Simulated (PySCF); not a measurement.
An excited-state job on oxygen difluoride, `FOF`.

Computed with TDDFT PBE0/def2-SVPD, vertical, gas phase, core orbitals frozen in the response (PySCF 2.14.0, density-fitted response routines). Geometry: GFN2-xTB. The input is one job of a driver script: a line of settings, then coordinates in Å.

Input:
```
{"job": {"kind": "uv", "xc": "PBE0", "basis": "def2-SVPD", "nstates": 8, "ntriplets": 3}, "charge": 0, "multiplicity": 1}
F     -1.086058    -0.278933    -0.002455
O      0.001929     0.547288    -0.011547
F      1.095609    -0.270892     0.001448
```

Output:
```
coarse grid: 3264 points
cycle   1  E = -274.1078726882  dE =  3.260e-01  |g| = 5.136e-01  |ddm| = 1.883e+00
cycle   2  E = -274.0149491267  dE =  9.292e-02  |g| = 9.046e-01  |ddm| = 7.541e-01
cycle   3  E = -274.1491185575  dE = -1.342e-01  |g| = 1.322e-01  |ddm| = 5.323e-01
cycle   4  E = -274.1519001148  dE = -2.782e-03  |g| = 2.010e-02  |ddm| = 8.092e-02
cycle   5  E = -274.1519608394  dE = -6.072e-05  |g| = 4.725e-03  |ddm| = 1.458e-02
cycle   6  E = -274.1519649119  dE = -4.073e-06  |g| = 2.808e-04  |ddm| = 3.804e-03
final grid: 34416 points
cycle   7  E = -274.1910403119  dE = -4.155e-06  |g| = 2.889e-03  |ddm| = 1.224e-02
cycle   8  E = -274.1910370658  dE =  3.246e-06  |g| = 5.234e-03  |ddm| = 4.813e-03
cycle   9  E = -274.1910418110  dE = -4.745e-06  |g| = 7.219e-04  |ddm| = 3.087e-03
cycle  10  E = -274.1910418908  dE = -7.978e-08  |g| = 5.212e-05  |ddm| = 4.401e-04
cycle  11  E = -274.1910418912  dE = -3.884e-10  |g| = 1.782e-05  |ddm| = 3.856e-05
converged SCF energy = -274.1910418912

Static polarisability (au): isotropic 13.557, principal 9.472 12.381 18.817

Singlet excitations
state   eV       nm        f      main configurations
  1   4.9325    251.4   0.00004   H->L 0.99
  2   5.7426    215.9   0.00000   H->L+1 0.97
  3   8.3536    148.4   0.01291   H-1->L 0.87, H-2->L+1 0.09
  4   8.3854    147.9   0.00363   H-2->L 0.78, H-1->L+1 0.20
  5   8.7918    141.0   0.00000   H-3->L 0.97
  6   9.6659    128.3   0.00173   H-2->L+1 0.88, H-1->L 0.10
  7   9.9394    124.7   0.00011   H-3->L+1 0.48, H->L+2 0.45
  8  10.0673    123.2   0.00140   H->L+2 0.53, H-3->L+1 0.43

Triplet excitations (Tamm-Dancoff, eV): 3.4566 4.4396 6.8482
```

The SCF starts on a coarse grid where the log names one; the energy can jump when the final grid takes over, and dE then counts from the start density on the new grid. H and L stand for HOMO and LUMO; the number after each pair is its weight.

Give the mean polarisability as a volume in Å³, and the ratio of the largest to the smallest principal value.

13.557 au × 0.148185 = 2.01 Å³; 18.817/9.472 = 1.99.

Which computed singlet has the largest oscillator strength, and what do all of them sum to?

State 3 at 8.35 eV (148 nm), f = 0.013; the 8 states sum to 0.020.

In short: HOMO -9.81 eV, LUMO -2.05 eV; lowest singlet 4.93 eV; lowest triplet 3.46 eV (Tamm–Dancoff); mean polarisability 13.6 au.

On one thread, Arm Neoverse N1 (shared host), this took 2.8 s.
Labels such as C1 count atoms from 1, the log's own numbers from 0.
